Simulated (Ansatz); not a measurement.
# SiPO (doublet): from Hartree-Fock to the top rungs at a displaced geometry (v2), cc-pVDZ

One table from this session's results is given with a row withheld; the runs are named, their logs left out.

Program: Ansatz 0.2.0, Gaussian basis. Level of theory: cc-pVDZ, core rule «outside noble gas», up to 11 orbitals frozen. These are calculated values, not measurements.

Plan: UHF; CCSD(T) on ROHF; CCSD(T) on UHF; BCCD(T) on ROHF; CISD as a restricted active space (open shells left free, so some higher excitations enter); CCSDT(Q) on ROHF; CCSDT(Q) on UHF.

34 further runs of the same task are left out: 8 for a known fault of the program, 13 that didn't finish, 13 set aside as unsound or not needed. Runs told in other sessions of the task aren't counted.

## The geometry

The geometry is a PBE0/def2-TZVP stationary point (not a proven minimum) with its atoms shifted at random (size 0.100 Å).

3 atoms, charge 0, spin multiplicity 2.

Atoms are counted from 1 here; the program's logs count them from 0.

Bond lengths: P1–O2 1.639 Å, O2–Si3 1.621 Å. Angles: P1–O2–Si3 171.4°.

The first run:

Input file in.yaml:

```yaml
crystal:
  periodic: [false, false, false]
  atoms:
    - {symbol: P, position_ang: [0.084376, 0.005225, -1.627102]}
    - {symbol: O, position_ang: [-0.080498, 0.013599, 0.003991]}
    - {symbol: Si, position_ang: [-0.003878, -0.018825, 1.623111]}
basis:
  gaussian: {orbitals: cc-pVDZ}
magnetization: {spin_polarized: true, initial_magnetization: 1}
hamiltonian: {xc: hf}
output: {orbitals: {seedname: orbitals}}
```

Command:

```bash
> ansatz run in.yaml --threads 1 --pin off --events-out ev --progress --plain --max-ram 2393MiB
```

Steps of the session up to this table: UHF; CCSD(T) on ROHF; CCSD(T) on UHF; BCCD(T) on ROHF; CISD as a restricted active space (open shells left free, so some higher excitations enter); CCSDT(Q) on ROHF; CCSDT(Q) on UHF.

One of the session's tables, all rows but one given; the rest of the session is left out.

| method | from RCCSDT(Q) (kJ/mol) |
| --- | --- |
| ROHF | +1137.5 |
| UHF | +958.2 |
| RMP2 | +143.2 |
| UMP2 | +132.7 |
| CISD | +268.9 |
| RCCSD | +66.1 |
| UCCSD | +46.9 |
| RCCSD(T) | ? |
| UCCSD(T) | +17.0 |
| BCCD(T) | +15.4 |
| RCCSDT | +9.0 |
| UCCSDT | +7.5 |
| RCCSDT(Q) | 0 |
| UCCSDT(Q) | +0.7 |

Q: Estimate the row for RCCSD(T) from the others.

The run gave: from RCCSDT(Q) (kJ/mol): +11.9. In the column «from RCCSDT(Q) (kJ/mol)» it lies between RCCSDT (+9.0) and BCCD(T) (+15.4).

The ROHF row is the lowest such solution found; the determinant under the restricted MP2 and coupled-cluster rows lies 0.01 eV higher.

To keep in mind: The report flags that the cluster equations may have other roots. The determinant of CCSD(T) (⟨S²⟩ 1.75) is far from a pure spin state, so its energy mixes those of several spin states; high orders of coupled cluster remove much of that, low ones don't. The determinant of CCSDT(Q) (⟨S²⟩ 1.75) is far from a pure spin state, so its energy mixes those of several spin states; high orders of coupled cluster remove much of that, low ones don't. The program flags RCCSD(T), BCCD(T), RCCSDT(Q) as in doubt, so the zero of the table is itself unsure. Warnings: spin contamination; coupled cluster took another determinant than the lowest; large T1 diagnostic. Restricted and unrestricted rows rest on different reference determinants; a gap between their highest levels can come from leftover correlation error, from unlike frozen cores or from another state.
